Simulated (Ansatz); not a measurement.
Gas-phase reaction in SMILES: NB(F)F → F[B]F + [NH2] (NH2) (the B-N bond breaks)

Quantity: bond dissociation energy (electronic), in kcal/mol. Set-up: non-relativistic; 6-311+G** with 5d; 6-31G* and kin with 6d, 5d where marked; UHF or UKS for open shells; LANL2DZ all-electron up to Ne; no spin-orbit coupling; valence correlation only. CBS(X,Y): correlation extrapolated as X^-3; Hartree-Fock from the larger set. [CCSD(T)-MP2]/basis is that difference in the basis named. First-principles rows: single points at B3LYP-D3(BJ) geometries (Ansatz, a quantum-chemistry and plane-wave program).

Coupled cluster (Ansatz) is a level with limits of its own, used here on species with T1 under 0.025 (0.045 for open shells) and stable references: RI-MP2/CBS(cc-pVTZ,cc-pVQZ)+[CCSD(T)-MP2]/cc-pVTZ.

Value to compare with, RI-MP2/CBS(cc-pVTZ,cc-pVQZ)+[CCSD(T)-MP2]/cc-pVTZ (Ansatz): 142.3 kcal/mol.

```
level          program  bond dissociation energy (electronic) (kcal/mol)  difference
-------------  -------  ------------------------------------------------  ----------
MP2/STO-3G      Ansatz                                             131.7       -10.6
MP2/3-21G       Ansatz                                             147.7         5.4
MP2/LANL2DZ     Ansatz                                             145.4         3.1
MP2/6-31G*      Ansatz                                             142.1        -0.2
MP2/6-311+G**   Ansatz                                             141.4        -0.9
```

Among the 5 habitual levels, MP2/STO-3G lies farthest from RI-MP2/CBS(cc-pVTZ,cc-pVQZ)+[CCSD(T)-MP2]/cc-pVTZ (Ansatz) (-10.6 kcal/mol) and MP2/6-31G* nearest (-0.2); 2 of 5 lie above it, and their mean absolute difference is 4.0 kcal/mol, the median 3.1. One case shows no general order.

The sets are all those run for this method; runs whose electronic state is in doubt are left out.
